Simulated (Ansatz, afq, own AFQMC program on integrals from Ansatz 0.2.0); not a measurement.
# BO, doublet → BO⁺, triplet

```json
{"atom": "B", "x (Å)": "0.0000", "y (Å)": "0.0000", "z (Å)": "0.0000"}
{"atom": "O", "x (Å)": "0.0000", "y (Å)": "0.0000", "z (Å)": "1.2006"}
```

E(triplet, charge +1) − E(doublet, charge +0) at this geometry, on UHF and UHF determinants.

Basis cc-pVTZ. Noble-gas cores (and the filled d shells of Ga–Kr and In–Xe) are frozen. Integrals, coupled cluster, full CI and functionals: Ansatz 0.2.0; the random walks run on the same integrals in our own AFQMC program. The CISD trial takes its coefficients from CCSD amplitudes. Released means that phaseless walkers are propagated on without the constraint, phases kept. Error bars are statistical, one sigma. The errors of all members are added in quadrature.

No full CI on the walks' own integrals is used here; CCSDT(Q) serves as the reference and is uncertain by about the last step of the cluster series. Each member takes its own surest rung, up to full CI.

The best estimate is CCSD(T) at the basis-set limit (CBS: def2-TZVPP and def2-QZVPP, with their diffuse functions for anions and beside diffuse sets, CCSD(T) itself extrapolated) plus the step from CCSD(T) to CCSDT(Q) in cc-pVTZ. Rows without CBS are in cc-pVTZ; B2PLYP and the wave-function rows carry a basis error of their own. Core correlation and relativity beyond core potentials are missing, and ± holds the sampling alone.

Cautions: BO (doublet): the ph-AFQMC/CISD walk drifts between its halves (2.6 errors), its ph-AFQMC/CISD value lies 21 ± 4 meV above CCSDT(Q); BO⁺ (triplet): another spin lies lower, its ph-AFQMC/CISD value lies 22 ± 4 meV above CCSDT(Q); this isn't the first ionization.

Best estimate: 14.026 eV.

```csv
level,vertical ionization energy (eV),error against the best estimate (eV)
HF,11.797,-2.229
MP2,14.074,0.048
CCSD,13.686,-0.339
CCSD(T),13.865,-0.161
CCSDT,13.861,-0.165
CCSDT(Q),13.882,-0.144
ph-AFQMC/CISD,13.883 ± 0.006,-0.143 ± 0.006
released AFQMC,13.879 ± 0.008,-0.146 ± 0.008
HF/CBS,11.788,-2.238
MP2/CBS,14.236,0.210
CCSD(T)/CBS,14.009,-0.017
PBE,14.041,0.016
r2SCAN,13.805,-0.220
PBE0,13.752,-0.274
B3LYP,13.897,-0.129
wB97M-V,13.753,-0.273
B2PLYP,13.889,-0.136
```

Correlation beyond CCSD(T) adds 0.017 eV. Going to the basis-set limit adds 0.144 eV at CCSD(T). The perturbative (T) step is worth +0.179 eV. The functionals spread over 0.289 eV; PBE comes nearest and PBE0 is 0.274 eV too low.

Best estimates are given only where the step beyond CCSD(T) is under 0.3 eV and no member's determinant is very poor (T1 over 0.05, or 0.07 for open shells, ⟨S²⟩ too high by 0.3, two states mixed), so the hardest cases are missing from such tables.

The functionals ran in a triple-zeta set and keep a basis error of their own, a few kJ/mol for each bond in atomization energies and more for double hybrids, so close places among them and the extrapolated levels can swap.

CCSDT and higher add their correlation energy to the determinant of the CCSD(T) run, since their own runs factorise the integrals more tightly (a shift of under 2 meV). Each member of a difference takes its own highest rung, so a best estimate needn't equal the limit plus the step of one row. A walk keeps the symmetry of its determinant, which the program's search chose and which needn't be the lowest solution, so a lower state of the same spin and another symmetry isn't excluded. Released energies are given only where the last usable release times agree within the noise; a slower fall can still hide under it.
